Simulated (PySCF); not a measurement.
Species: silanethione, H₂SSi.
Cartesian coordinates in Å at the PBE0-D3(BJ)/def2-TZVP level; atoms count from 1:
```xyz
4
H2SSi angstrom
Si    -0.0326    0.0100   -0.1900
S      1.3512   -0.5382   -1.4312
H     -0.4260    1.4160    0.0834
H     -0.8539   -0.9151    0.6312
```

Level: wB97X-D/pcSseg-2 in PySCF, non-relativistic, on one gas-phase PBE0-D3(BJ)/def2-TZVP geometry that isn't relaxed in the solvent. The solvent is an IEF-PCM continuum (van der Waals radii × 1.2). The model holds no explicit solvent molecules, cavitation or dispersion.

Gas phase at wB97X-D/pcSseg-2: HOMO -9.09 eV, LUMO -0.95 eV, dipole 3.02 D.

Question: What does the continuum do to the energy, the frontier levels and the dipole at wB97X-D/pcSseg-2 in chloroform?

Answer: 
```csv
solvent,ε,E(solvent) − E(gas) (kcal/mol),polarisation term (kcal/mol),distortion of the solute (kcal/mol),HOMO (eV),LUMO (eV),dipole (D)
chloroform,4.711,-2.83,-3.58,0.75,-9.16,-0.78,4.00
```

The polarisation term is half the interaction of the solute with the surface charges that it induces; the rest is the cost of distorting the solute's density. The sum is the electrostatic part of solvation alone.

Question: Which radius a makes the point-dipole formula ΔE = −[(ε − 1)/(2ε + 1)]·μ²/a³ give the value in chloroform, with the gas-phase dipole?

Answer: μ = 1.188 au and |ΔE| = 0.00451 Eh give a = 2.55 Å; the farthest nucleus lies 1.88 Å from the centroid of the nuclei. The formula assumes a rigid point dipole at the centre of a sphere.

Question: Give the dipole vector in the frame of the coordinates (D, pointing from negative to positive charge), gas and chloroform.

Answer: Gas (-2.16, 0.85, 1.93), solvent (-2.86, 1.13, 2.56). Its length changes by +33 % and its direction by less than 1°.

Note: wB97X-D ran without an empirical dispersion term, which enters the total energy and its gradient alone.
